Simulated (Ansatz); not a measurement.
`[F][Mg][F]` + NH₃ → `[NH2][Mg][F]` + H–F at 600 K and 1 bar (ligand exchange at a Mg–F bond).

Program: Ansatz. Geometries: PBE0-D4/def2-TZVP. ΔE: electronic, gas phase. CBS: MP2 limit from def2 TZ/QZ plus the TZ coupled-cluster correction, frozen cores. This one scheme is used for every species. For Mg outer-core shells are correlated without core-valence functions, which leaves a few kJ/mol of doubt a bond. One conformer a species, not always the lowest.

| species | CCSD(T)/CBS energy (Eh) | H − E (kJ/mol) | S (J/(mol·K)) |
| --- | --- | --- | --- |
| `[F][Mg][F]` | -399.61583 | 40.0 | 286.2 |
| NH₃ | -56.50880 | 112.4 | 219.5 |
| `[NH2][Mg][F]` | -355.68386 | 106.4 | 330.3 |
| H–F | -100.39570 | 42.3 | 194.0 |

H − E and S are ideal-gas, rigid-rotor, harmonic terms from PBE0-D4/def2-TZVP, for one conformer and one mirror image of each species. 1 Eh = 2625.50 kJ/mol, R = 8.31446 J/(mol·K).

By hand: ΔE, ΔH, ΔS and ΔG.

ΔE = (-355.68386) + (-100.39570) − (-399.61583) − (-56.50880) = 0.04507 Eh = 118.3 kJ/mol. Δ(H − E) = 106.4 + 42.3 − 40.0 − 112.4 = -3.7, so ΔH = 114.6 kJ/mol. ΔS = 330.3 + 194.0 − 286.2 − 219.5 = 18.6 J/(mol·K). ΔG = 114.6 − 600 × (18.6)/1000 = 103.4 kJ/mol.

By hand: the equilibrium constant, and the temperature at which ΔG would vanish if ΔH and ΔS stayed fixed.

log₁₀ K = −ΔG/(RT ln 10) = -9.0. ΔG = 0 at ΔH/ΔS = 6161 K, far beyond where these terms or the molecules hold.

ΔH outweighs TΔS. A doubt of 5 kJ/mol in ΔE shifts log₁₀ K by 0.4 here. Other conformers and mirror images would add mixing entropy, several J/(mol·K) or more a flexible species. These are equilibria of isolated gas molecules and say nothing of rates. Largest T1 diagnostic: 0.012 (customary marks: 0.02 for closed shells, 0.045 for open ones).
